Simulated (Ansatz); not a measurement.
# Si2H6 (singlet): the correlation ladder at a displaced geometry (v1), cc-pVDZ

An exercise on one series of results from a longer session: the logs are not shown, and one member is left open.

Computed with Ansatz 0.2.0, Gaussian basis. Level: cc-pVDZ, core rule «outside noble gas», up to 10 orbitals frozen.

To be run: UHF; CCSD(T) on RHF; BCCD(T) on RHF; CISD; CCSDT(Q) on RHF; CASSCF and NEVPT2, 8 electrons in 8 orbitals.

9 further runs of the same task are left out: 3 that didn't finish, 6 set aside as unsound or not needed.

## The system

The geometry is a PBE0/def2-TZVP stationary point (not a proven minimum) with its atoms shifted at random (size 0.040 Å).

8 atoms, charge 0, spin multiplicity 1.

Atoms are counted from 1 here; the program's logs count them from 0.

Bond lengths: Si1–Si2 2.339 Å, Si1–H3 1.513 Å, Si1–H4 1.498 Å, Si1–H5 1.586 Å, Si2–H6 1.477 Å, Si2–H7 1.507 Å, Si2–H8 1.504 Å. Angles: Si2–Si1–H3 108.4°, Si2–Si1–H4 112.5°, Si2–Si1–H5 112.4°, H3–Si1–H4 111.4°, H3–Si1–H5 105.7°, H4–Si1–H5 106.3°, Si1–Si2–H6 109.5°, Si1–Si2–H7 110.1°, Si1–Si2–H8 112.2°, H6–Si2–H7 112.1°, H6–Si2–H8 107.3°, H7–Si2–H8 105.6°.

Set-up of the first run:

in.yaml reads:

```yaml
crystal:
  periodic: [false, false, false]
  atoms:
    - {symbol: Si, position_ang: [-1.168431, 0.002076, 0.008717]}
    - {symbol: Si, position_ang: [1.170936, -0.004592, -0.002227]}
    - {symbol: H, position_ang: [-1.643183, 1.438298, -0.036374]}
    - {symbol: H, position_ang: [-1.737564, -0.724787, 1.188586]}
    - {symbol: H, position_ang: [-1.779793, -0.693499, -1.279384]}
    - {symbol: H, position_ang: [1.659332, -1.397990, -0.038018]}
    - {symbol: H, position_ang: [1.696536, 0.750643, 1.190815]}
    - {symbol: H, position_ang: [1.734885, 0.697443, -1.206463]}
basis:
  gaussian: {orbitals: cc-pVDZ}
magnetization: {spin_polarized: true, initial_magnetization: 0}
hamiltonian: {xc: hf}
output: {orbitals: {seedname: orbitals}}
```

Launch:

```bash
$ ansatz run in.yaml --threads 1 --pin off --events-out ev --progress --plain --max-ram 2393MiB
```

Among the steps run: UHF; CCSD(T) on RHF; BCCD(T) on RHF; CISD; CCSDT(Q) on RHF; CASSCF and NEVPT2, 8 electrons in 8 orbitals.

One table of the session follows, with a row left open; its other results are not shown here.

It belongs to the step «Misses and costs». 

| method | from RCCSDT(Q) (meV) |
| --- | --- |
| RHF | +7466.4 |
| RMP2 | +1627.9 |
| CISD | +928.8 |
| RCCSD | +207.0 |
| RCCSD(T) | +39.6 |
| BCCD(T) | +38.7 |
| RCCSDT | +6.2 |
| RCCSDT(Q) | 0 |
| CASSCF frontier | ? |
| NEVPT2 frontier | +1682.0 |

Q: Estimate the row for CASSCF frontier from the others.

**Answer.** from RCCSDT(Q) (meV): +5918.9. In the column «from RCCSDT(Q) (meV)» it lies between NEVPT2 frontier (+1682.0) and RHF (+7466.4).
